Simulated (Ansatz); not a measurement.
`COC(C)F` + H₂S → `COC(C)S` + H–F  (substitution at a C–F bond)

Program: Ansatz. Geometries: PBE0-D4/def2-TZVP. ΔE: electronic, gas phase. CBS: MP2 limit from def2 TZ/QZ plus the TZ coupled-cluster correction, frozen cores. This one scheme is used for every species. DFT in def2-TZVPP. One conformer a species, not always the lowest.

| level | ΔE (kcal/mol) |
| --- | --- |
| r2SCAN0-D4 | 2.3 |
| ωB97X-V | 3.4 |
| PBE0 | 2.2 |
| HF/def2-QZVPP | 8.5 |

What does CCSD(T)/CBS give? (Best estimate.)

Ansatz gave: -0.6 kcal/mol. The listed levels differ from it by 2.9, 4.0, 2.8, 9.1 kcal/mol.

Largest T1 diagnostic among the species: 0.011.

At CCSD(T), def2-SVP lies +6.0 kcal/mol from the extrapolated value and def2-TZVPP +1.7 kcal/mol. Leaving LDA and LC-ωPBE aside and taking each functional with its dispersion term where it has one, the values, not all of them listed here, spread over 5.4 kcal/mol, from revPBE-D4 to CAM-B3LYP-D4. LDA lies −0.9 kcal/mol from PBE without D4.
